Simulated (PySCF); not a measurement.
C₅H₁₀Cl (doublet state).
Numbering: `[CH3:1][CH2:2][C:3]([CH3:4])[CH2:5][Cl:6]` (hydrogens: H7, H8, H9 on C1; H10, H11 on C2; H12, H13, H14 on C4; H15, H16 on C5)

Cartesian coordinates in Å at the GFN2-xTB level; atoms count from 1:
```xyz
16
C5H10Cl angstrom
C      1.7640   -0.6249    0.1388
C      0.4903   -0.4336    0.9802
C     -0.6293    0.1153    0.1685
C     -1.2589   -0.7497   -0.8623
C     -0.9164    1.5151    0.1811
Cl     0.2029    2.4389   -1.1109
H      1.5893   -1.3397   -0.6608
H      2.5721   -0.9928    0.7660
H      2.0623    0.3225   -0.3013
H      0.7157    0.2399    1.8089
H      0.2027   -1.4050    1.3940
H     -0.7636   -0.6104   -1.8286
H     -2.3074   -0.4897   -1.0038
H     -1.1807   -1.8010   -0.5948
H     -0.6483    2.0357    1.0941
H     -1.9023    1.7881   -0.1804
```

The hyperfine couplings belong to this conformer and change with its torsions.

Theory: UKS B3LYP, pcH-1 on C Cl H, non-relativistic, mean-field spin-orbit, GIAO (PySCF). Isolated species at its GFN2-xTB geometry (one conformer only). A GFN2-xTB geometry isn't a minimum of the functional, and hyperfine couplings can be far from their values at a DFT geometry. The SCF solution wasn't tested for stability.

Problem. Match the computed a_iso(1H) values +59.2, +29.8, +17.7, +0.4 MHz (means over equivalent nuclei) with the sites H7/H8/H9; H10/H11; H12/H13/H14; H15/H16.

Solution. 
```csv
site,a_iso (MHz),ρ(0) (bohr⁻³),position,distance from C3 (Å),bound to,spin population there,largest |T| (MHz)
H7/H8/H9,+0.4,+0.0001,"γ, 3 bonds from C3",2.99,C1,+0.04,5.2
H10/H11,+29.8,+0.0067,"β, 2 bonds from C3",2.12,C2,-0.06,8.1
H12/H13/H14,+59.2,+0.0133,"β, 2 bonds from C3",2.13,C4,-0.07,7.6
H15/H16,+17.7,+0.0040,"β, 2 bonds from C3",2.13,C5,-0.05,8.2
```

ρ(0) is the spin density at the nucleus and T the dipolar tensor; a_iso includes a spin–orbit part; entries for several nuclei are means. The Mulliken spin populations are largest on C3 (+0.83), Cl6 (+0.19), C4 (-0.07) and C2 (-0.06). The positive populations add up to 1.18 and the negative ones to -0.18, together 2S = 1. The angles at C3 add up to 358.8°, so it is planar.

The spin density at the nucleus, in bohr⁻³, is negative for C4 (-0.0237) and C2 (-0.0230), for instance. A restricted open-shell determinant has no negative spin density anywhere; here it arises because α and β orbitals differ (spin polarisation).

Means are taken over nuclei equivalent by connectivity, which assumes that they swap fast. The three 1H nuclei of mean +59.2 MHz run from 16.5 to 118.3 MHz in the frozen geometry. The three 1H nuclei of mean +0.4 MHz run from -3.6 to 8.2 MHz in the frozen geometry. The 1H value of +29.8 MHz is a mean of couplings from 10.0 to 49.7 MHz in this one geometry, not an average over conformers.

Time: 49 s wall (with the writing of density and orbital grids); peak memory 0.96 GiB. Hardware: one thread of an AMD EPYC 7B13, shared host.
